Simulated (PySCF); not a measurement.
## Converging F₂ in the basis (r²SCAN)

PySCF, UKS reference; singlet, unpaired electrons none; De to F + F without counterpoise correction.

```tsv
basis	relativity	functions	Re (Å)	ωe (cm⁻¹)	De (eV)
3-21G	no relativity	18	1.456	1103	2.13
def2-SVP	no relativity	28	1.400	1025	1.73
def2-SVPD	no relativity	46	1.401	1017	1.57
pcseg-2	no relativity	60	1.400	1045	1.69
x2c-TZVPPall	spin-free X2C	62	1.399	1047	1.69
def2-TZVPPD	no relativity	80	1.398	1046	1.67
```

**Question.** How does each smaller set differ from the one with most functions, def2-TZVPPD?

**Answer.** 3-21G: +5.8 pm, +5.4 % in ωe, +0.46 eV in De; def2-SVP: +0.2 pm, -2.0 % in ωe, +0.06 eV in De; def2-SVPD: +0.3 pm, -2.8 % in ωe, -0.10 eV in De; pcseg-2: +0.2 pm, -0.1 % in ωe, +0.02 eV in De; x2c-TZVPPall: +0.1 pm, +0.1 % in ωe, +0.02 eV in De. All at r²SCAN; the set with most functions is neither the basis-set limit nor always the best. The rows treat relativity differently, so the differences are not basis effects alone.

3-21G is very small, so such numbers show the basis as much as the molecule.
